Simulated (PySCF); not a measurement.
PySCF input for ethylene cation (C₂H₄), SMILES C=C (connectivity only; charge and spin as stated), charge +1, multiplicity 2, PBE-D3(BJ)/def2-TZVP. Coordinates come from a PBE-D3(BJ)/def2-TZVP optimisation. The multiplicity is an assumed one; other spin states were not compared.

```python
import numpy as np
from pyscf import gto, scf, dft, df
from pyscf.hessian import thermo

mol = gto.M(
    atom='''
    C     0.00000000    0.69115103   -0.00000000
    C    -0.00000000   -0.69115103    0.00000000
    H     0.89811105    1.26535717   -0.27465883
    H    -0.89811105    1.26535718    0.27465884
    H    -0.89811105   -1.26535717   -0.27465883
    H     0.89811105   -1.26535718    0.27465883
    ''',
    basis='def2-TZVP',
    charge=1,
    spin=1,
    max_memory=1600,
    verbose=3,
)
mf = dft.UKS(mol, xc='pbe').density_fit(auxbasis='def2-universal-jkfit')
mf.disp = 'd3bj'
mf.grids.level = 3
mf.conv_tol = 1e-11
mf.max_cycle = 100
mf.kernel()
fine, coarse = mf.grids, dft.Grids(mol).set(level=1).build(with_non0tab=True)
for _ in range(3):  # follow internal instabilities
    mf.grids = coarse
    mo, _, stable, _ = mf.stability(return_status=True, nroots=4)
    mf.grids = fine
    if stable:
        break
    mf.kernel(mf.make_rdm1(mo, mf.mo_occ))

# [left out here: the lines that compute and print the analytic Hessian (its translational invariance restored by hand, since the grid's response is missing), thermochemistry and intensities]
```

Output:

```

WARN: HOMO -0.284341135923821 >= LUMO -0.284341135923817

converged SCF energy = -78.1232575225242  <S^2> = 0.75405658  2S+1 = 2.0040525
<class 'pyscf.df.df_jk.DFUKS'> wavefunction is stable in the internal stability analysis

WARN: DFTD3 does not support analytical Hessian, using finite difference


WARN: Mole.unit (angstrom) is changed to Bohr

Mode                                 0                   1                   2
Irrep
Freq [cm^-1]                      729.8882            735.0907            806.2236
Reduced mass [au]                   1.0624              1.0583              1.1706
Force const [Dyne/A]                0.3335              0.3369              0.4483
Char temp [K]                    1050.1466           1057.6318           1159.9762
Normal mode                   x     y     z       x     y     z       x     y     z
       0   C                 0.04  0.00 -0.03   -0.00  0.05  0.00   -0.04 -0.00  0.07
       1   C                 0.04  0.00  0.03    0.00 -0.05  0.00    0.04  0.00  0.07
       2   H                -0.23  0.42 -0.00    0.15  0.02  0.46   -0.02 -0.23 -0.39
       3   H                -0.23 -0.42 -0.00   -0.15  0.02 -0.46   -0.02  0.23 -0.39
       4   H                -0.23  0.42  0.00   -0.15 -0.02  0.46    0.02  0.23 -0.39
       5   H                -0.23 -0.42  0.00    0.15 -0.02 -0.46    0.02 -0.23 -0.39
Mode                                 3                   4                   5
Irrep
Freq [cm^-1]                     1013.3912           1140.5509           1247.8667
Reduced mass [au]                   1.4874              1.4772              1.6627
Force const [Dyne/A]                0.9000              1.1322              1.5254
Char temp [K]                    1458.0443           1640.9988           1795.4024
Normal mode                   x     y     z       x     y     z       x     y     z
       0   C                -0.02  0.00 -0.12    0.11 -0.00  0.04    0.00  0.13  0.00
       1   C                -0.02  0.00  0.12   -0.11  0.00  0.04   -0.00 -0.13  0.00
       2   H                 0.12  0.03  0.38   -0.16  0.30 -0.21   -0.14  0.35 -0.05
       3   H                 0.12 -0.03  0.38   -0.16 -0.30 -0.21    0.14  0.35  0.05
       4   H                 0.12  0.03 -0.38    0.16 -0.30 -0.21    0.14 -0.35 -0.05
       5   H                 0.12 -0.03 -0.38    0.16  0.30 -0.21   -0.14 -0.35  0.05
Mode                                 6                   7                   8
Irrep
Freq [cm^-1]                     1352.5268           1421.7111           2993.0045
Reduced mass [au]                   1.1117              1.7716              1.0542
Force const [Dyne/A]                1.1982              2.1098              5.5639
Char temp [K]                    1945.9850           2045.5257           4306.2671
Normal mode                   x     y     z       x     y     z       x     y     z
       0   C                 0.00 -0.07 -0.00   -0.00  0.14 -0.00   -0.00 -0.04  0.00
       1   C                 0.00 -0.07  0.00    0.00 -0.14 -0.00    0.00  0.04  0.00
       2   H                -0.26  0.39  0.08    0.21 -0.26 -0.14    0.40  0.25 -0.11
       3   H                 0.26  0.39 -0.08   -0.21 -0.26  0.14   -0.40  0.25  0.11
       4   H                -0.26  0.39 -0.08   -0.21  0.26 -0.14   -0.40 -0.25 -0.11
       5   H                 0.26  0.39  0.08    0.21  0.26  0.14    0.40 -0.25  0.11
Mode                                 9                  10                  11
Irrep
Freq [cm^-1]                     2997.5920           3080.4854           3102.3480
Reduced mass [au]                   1.0482              1.1138              1.1172
Force const [Dyne/A]                5.5495              6.2271              6.3351
Char temp [K]                    4312.8674           4432.1327           4463.5881
Normal mode                   x     y     z       x     y     z       x     y     z
       0   C                 0.00  0.04 -0.00    0.06 -0.00 -0.02   -0.06  0.00  0.02
       1   C                -0.00  0.04 -0.00   -0.06  0.00 -0.02   -0.06  0.00 -0.02
       2   H                -0.40 -0.25  0.12   -0.38 -0.25  0.11    0.38  0.25 -0.12
       3   H                 0.40 -0.25 -0.12   -0.38  0.25  0.11    0.38 -0.25 -0.12
       4   H                -0.40 -0.25 -0.12    0.38  0.25  0.11    0.38  0.25  0.12
       5   H                 0.40 -0.25  0.12    0.38 -0.25  0.11    0.38 -0.25  0.12
temperature 298.1500 [K]
pressure 101325.00 [Pa]
Rotational constants [GHz] 142.10453 27.71481 23.85772
Symmetry number 4
Zero-point energy (ZPE) 0.04698 [Eh]   123339.051 [J/mol]
                           tot       elec      trans        rot        vib
Entropy [J/mol/K]       227.123      5.763    150.328     67.033      3.999
Cv [J/mol/K]             38.273      0.000     12.472     12.472     13.330
Cp [J/mol/K]             46.588      0.000     20.786     12.472     13.330
Internal energy [J/mol]                      3718.434   3718.434 124292.267
Internal energy [Eh]   -78.07308  -78.12326
Enthalpy [J/mol]                             6197.391   3718.434 124292.267
Enthalpy [Eh]          -78.07214
Gibbs free energy [J/mol]                  -38622.924 -16267.442 123100.033
Gibbs free energy [Eh] -78.09793
mode   freq/cm-1   IR/(km/mol)
   1      729.89         8.282
   2      735.09         0.000
   3      806.22        45.973
   4     1013.39         1.462
   5     1140.55        17.913
   6     1247.87         0.000
   7     1352.53        71.569
   8     1421.71         0.000
   9     2993.00         0.000
  10     2997.59       110.767
  11     3080.49         6.399
  12     3102.35       103.049
max |gradient| / (hartree/bohr): 3.2499035131193014e-05
APT charges: [0.1178 0.1178 0.1911 0.1911 0.1911 0.1911]
```

The run converged.
